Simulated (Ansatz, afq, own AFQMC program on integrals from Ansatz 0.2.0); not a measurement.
**GeNH4, quartet in cc-pVTZ, levels against AFQMC with the constraint released**

```csv
atom,x (Å),y (Å),z (Å)
Ge,-0.4617,0.0000,0.0000
H,-0.9732,1.4466,0.0000
H,-0.9732,-0.7233,1.2528
H,-0.9732,-0.7233,-1.2528
H,1.3543,0.0000,0.0000
N,2.5073,0.0000,0.0000
```

Connectivity, by distances: GeH3 ··· N, 1 bridging H.

Basis cc-pVTZ. Only valence electrons are correlated. Integrals, coupled cluster, full CI and functionals: Ansatz 0.2.0; the random walks run on the same integrals in our own AFQMC program. The CISD trial takes its coefficients from CCSD amplitudes. Released means that phaseless walkers are propagated on without the constraint, phases kept. Uncertainties: one standard error, sampling alone. No spin–orbit coupling.

Determinant: UHF, the one that the program's search chose, which needn't be the lowest solution. The geometry is a point of a scan.

No full CI on the walks' own integrals is used here. The released AFQMC energy serves as the reference, which it does only where one determinant dominates, the energy is flat over the last release times and near the phaseless one (40 meV or 2 meV an electron, half that with transition metals). On small molecules, where full CI could be run and the noise was under 10 meV, such values lay within 10 meV of it in 19 cases of 20, a flattering rate, since the rule was set on those same cases; what remains of the bias isn't in the error bar.

Cautions: no relativity below Rb; no spin-orbit coupling; inner d shell frozen; lower spins were not checked; the ph-AFQMC/CISD walk drifts between its halves (2.3 errors); the released value is read at 1.62 1/Eh, later times being too noisy (meV from the phaseless value at times in 1/Eh: -17 ± 5 at 0.24, -18 ± 5 at 0.51, -22 ± 8 at 0.99, -23 ± 7 at 1.62, -28 ± 10 at 2.40).

```
T1 diagnostic                               : 0.0156
weight of the determinant in the CISD state : 0.873
⟨S²⟩ of the determinant                     : 3.792
size of the correlated space                : 13 electrons in 114 orbitals
```

Reference: AFQMC with the constraint released, correlation energy -8.550 ± 0.007 eV.

```
        level  E − E(reference) (kJ/mol)  share of correlation (%)
           HF                825.0 ± 0.7                      0.00
          MP2                145.1 ± 0.7                     82.41
         CCSD                 27.9 ± 0.7                     96.62
      CCSD(T)                  4.8 ± 0.7                     99.42
  ph-AFQMC/HF                  1.9 ± 6.6                     99.78
ph-AFQMC/CISD                  2.2 ± 0.8                     99.73
```

A walk keeps the symmetry of its determinant, which the program's search chose and which needn't be the lowest solution, so a lower state of the same spin and another symmetry isn't excluded. Released energies are given only where the last usable release times agree within the noise; a slower fall can still hide under it.
